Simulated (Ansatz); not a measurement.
# C2H (doublet): the correlation ladder, STO-3G

Aim: climb from Hartree-Fock through coupled cluster and multireference methods for C2H (doublet) at one geometry and basis, and see what each rung misses.

Method: STO-3G, core rule «outside noble gas», up to 2 orbitals frozen; program: Ansatz 0.2.0, Gaussian basis.

The runs, in order: UHF; CCSD(T) on ROHF; CCSD(T) on UHF; BCCD(T) on ROHF; CISD; CCSDT(Q) on ROHF; CCSDT(Q) on UHF; CISDTQ; CCSDTQ on ROHF; CCSDTQ on UHF; CASSCF and MRCISD+Q, 9 electrons in 9 orbitals; CASSCF and NEVPT2, 9 electrons in 9 orbitals; Full CI.

18 further runs of the same task are left out: 1 that didn't finish, 17 set aside as unsound or not needed.

## (1) The system

The geometry is an MP2(full)/6-31G* stationary point (not a proven minimum).

3 atoms, charge 0, spin multiplicity 2.

Atoms are counted from 1 here; the program's logs count them from 0.

Bond lengths: C1–C2 1.180 Å, C1–H3 1.065 Å. Angles: C2–C1–H3 180.0°.

## (2) UHF

File in.yaml:

```yaml
crystal:
  periodic: [false, false, false]
  atoms:
    - {symbol: C, position_ang: [0.000000, 0.000000, 0.038407]}
    - {symbol: C, position_ang: [0.000000, 0.000000, -1.141383]}
    - {symbol: H, position_ang: [0.000000, 0.000000, 1.102977]}
basis:
  gaussian: {orbitals: STO-3G}
magnetization: {spin_polarized: true, initial_magnetization: 1}
hamiltonian: {xc: hf}
output: {orbitals: {seedname: orbitals}}
```

Command:

```console
ansatz run in.yaml --threads 1 --pin off --events-out ev --progress --plain --max-ram 2880MiB --backend cpu
```

Further steps of the session: CCSD(T) on ROHF; CCSD(T) on UHF; BCCD(T) on ROHF; CISD; CCSDT(Q) on ROHF; CCSDT(Q) on UHF; CISDTQ; CCSDTQ on ROHF; CCSDTQ on UHF; CASSCF and MRCISD+Q, 9 electrons in 9 orbitals; CASSCF and NEVPT2, 9 electrons in 9 orbitals; Full CI.

**Question.** What will the summary of the whole plan be? Wanted: FCI below the RHF energy; RMP2 from FCI; UMP2 from FCI; RCCSD from FCI; RCCSD(T) from FCI; UCCSD(T) from FCI; RCCSDT(Q) from FCI; UCCSDT(Q) from FCI; NEVPT2 valence from FCI.

**Answer**, as computed:

```
                         quantity                                                                                                                     value
         FCI below the RHF energy                                                                                                                -4.3038 eV
                    RMP2 from FCI                                                                                                                +688.8 meV
                    UMP2 from FCI                                                                                                               +1287.3 meV
                   RCCSD from FCI                                                                                                                 +67.6 meV
                RCCSD(T) from FCI                                                                                                                 +48.9 meV
                UCCSD(T) from FCI                                                                                                                 +46.4 meV
               RCCSDT(Q) from FCI                                                                                                                  +3.7 meV
               UCCSDT(Q) from FCI                                                                                                                 +15.8 meV
          NEVPT2 valence from FCI                                                                                                                  -0.1 meV
        MRCISD+Q valence from FCI                                                                                                                  -0.1 meV
levels within 1 kcal/mol (43 meV)  RCCSDT, CISDTQ, RCCSDT(Q), UCCSDT(Q), RCCSDTQ, UCCSDTQ, CASSCF valence, NEVPT2 valence, MRCISD valence, MRCISD+Q valence
                    T1 diagnostic                                                                                                                     0.025
   effectively unpaired electrons                                                                                                                      1.14
```

RCCSD(T) lands +48.9 meV from the yardstick (1.1 % of the correlation energy). One determinant dominates. Of the multireference levels listed NEVPT2 valence comes nearest in total energy (-0.1 meV), which doesn't show that its space is the better one. These misses are within one basis, not against nature; the frozen cores of restricted and unrestricted runs differ, which can shift their rows.
